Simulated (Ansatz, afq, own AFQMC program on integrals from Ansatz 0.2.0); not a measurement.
## Atomization energy of BNH₃, doublet

```json
{"atom": "B", "x (Å)": "0.0000", "y (Å)": "0.0246", "z (Å)": "0.7072"}
{"atom": "N", "x (Å)": "0.0000", "y (Å)": "-0.0432", "z (Å)": "-0.6198"}
{"atom": "H", "x (Å)": "0.0000", "y (Å)": "1.1152", "z (Å)": "1.2324"}
{"atom": "H", "x (Å)": "0.0000", "y (Å)": "-0.9691", "z (Å)": "1.3860"}
{"atom": "H", "x (Å)": "0.0000", "y (Å)": "0.1907", "z (Å)": "-1.5912"}
```

Connectivity, by distances: BH2–NH.

Atoms in their ground-state spins without spin–orbit coupling (mostly on UHF) minus the molecule (UHF), without zero-point energy. The geometry is a stationary point, not shown to be a minimum.

Basis cc-pVDZ. Noble-gas cores (and the filled d shells of Ga–Kr and In–Xe) are frozen. Ansatz 0.2.0 and our own AFQMC program on the same integrals; the CISD trial comes from CCSD amplitudes, and released means the phaseless constraint is let go. Free projection: walkers drawn from exp(T), propagated without any constraint. Its projection time is finite, and what remains of the start isn't in its error. Error bars are statistical, one sigma. The errors of all members are added in quadrature.

No full CI on the walks' own integrals is used here. The released AFQMC energy serves as the reference, which it does only where one determinant dominates, the energy is flat over the last release times and near the phaseless one (40 meV or 2 meV an electron, half that with transition metals). On small molecules, where full CI could be run and the noise was under 10 meV, such values lay within 10 meV of it in 19 cases of 20, a flattering rate, since the rule was set on those same cases; what remains of the bias isn't in the error bar. Each member takes its own surest rung, up to full CI.

The best estimate is CCSD(T) at the basis-set limit (CBS: def2-TZVPP and def2-QZVPP, with their diffuse functions for anions and beside diffuse sets, MP2 extrapolated, CCSD(T) minus MP2 from TZVPP) plus the step from CCSD(T) to AFQMC with the constraint released in cc-pVDZ. Rows without CBS are in cc-pVDZ, the functionals in def2-TZVP; B2PLYP and the wave-function rows carry a basis error of their own. Core correlation and relativity beyond core potentials are missing, and ± holds the sampling alone.

Cautions: BNH₃ (doublet): the released value is read at 2.40 1/Eh with a noise of 20 meV, more than in the cases checked (meV from the phaseless value at times in 1/Eh: -6 ± 10 at 0.24, -22 ± 11 at 0.51, -29 ± 13 at 0.99, -15 ± 13 at 1.62, -23 ± 20 at 2.40).

Best estimate: 1582.1 ± 2.0 kJ/mol.

```json
{"level": "HF", "atomization energy (kJ/mol)": "1124.1", "error against the best estimate (kJ/mol)": "-458.0 ± 2.0"}
{"level": "MP2", "atomization energy (kJ/mol)": "1434.8", "error against the best estimate (kJ/mol)": "-147.3 ± 2.0"}
{"level": "CCSD", "atomization energy (kJ/mol)": "1423.7", "error against the best estimate (kJ/mol)": "-158.4 ± 2.0"}
{"level": "CCSD(T)", "atomization energy (kJ/mol)": "1438.6", "error against the best estimate (kJ/mol)": "-143.5 ± 2.0"}
{"level": "ph-AFQMC/CISD", "atomization energy (kJ/mol)": "1439.9 ± 1.0", "error against the best estimate (kJ/mol)": "-142.3 ± 2.2"}
{"level": "released AFQMC", "atomization energy (kJ/mol)": "1441.9 ± 2.0", "error against the best estimate (kJ/mol)": "-140.3"}
{"level": "free AFQMC", "atomization energy (kJ/mol)": "1440.5 ± 1.6", "error against the best estimate (kJ/mol)": "-141.6 ± 2.5"}
{"level": "HF/CBS", "atomization energy (kJ/mol)": "1162.0", "error against the best estimate (kJ/mol)": "-420.2 ± 2.0"}
{"level": "MP2/CBS", "atomization energy (kJ/mol)": "1575.6", "error against the best estimate (kJ/mol)": "-6.5 ± 2.0"}
{"level": "CCSD(T)/CBS", "atomization energy (kJ/mol)": "1579.0", "error against the best estimate (kJ/mol)": "-3.1 ± 2.0"}
{"level": "PBE", "atomization energy (kJ/mol)": "1644.7", "error against the best estimate (kJ/mol)": "62.6 ± 2.0"}
{"level": "r2SCAN", "atomization energy (kJ/mol)": "1614.8", "error against the best estimate (kJ/mol)": "32.6 ± 2.0"}
{"level": "PBE0", "atomization energy (kJ/mol)": "1602.7", "error against the best estimate (kJ/mol)": "20.6 ± 2.0"}
{"level": "B3LYP", "atomization energy (kJ/mol)": "1622.6", "error against the best estimate (kJ/mol)": "40.4 ± 2.0"}
{"level": "wB97M-V", "atomization energy (kJ/mol)": "1605.6", "error against the best estimate (kJ/mol)": "23.5 ± 2.0"}
{"level": "B2PLYP", "atomization energy (kJ/mol)": "1585.8", "error against the best estimate (kJ/mol)": "3.6 ± 2.0"}
```

Correlation beyond CCSD(T) changes it by less than twice the noise. Going to the basis-set limit adds 140.4 kJ/mol at CCSD(T). The perturbative (T) step is worth +14.9 kJ/mol. The functionals spread over 59.0 kJ/mol; B2PLYP comes nearest and PBE is 62.6 kJ/mol too high.

Best estimates are given only where the step beyond CCSD(T) is under 0.3 eV and no member's determinant is very poor (T1 over 0.05, or 0.07 for open shells, ⟨S²⟩ too high by 0.3, two states mixed), so the hardest cases are missing from such tables.

The functionals ran in a triple-zeta set and keep a basis error of their own, a few kJ/mol for each bond in atomization energies and more for double hybrids, so close places among them and the extrapolated levels can swap.

Free projections are given only where their last times agree within the noise and don't stop above the reference; a slow remainder of the start can still hide under it. Each member of a difference takes its own highest rung, so a best estimate needn't equal the limit plus the step of one row. A walk keeps the symmetry of its determinant, which the program's search chose and which needn't be the lowest solution, so a lower state of the same spin and another symmetry isn't excluded. Released energies are given only where the last usable release times agree within the noise; a slower fall can still hide under it.
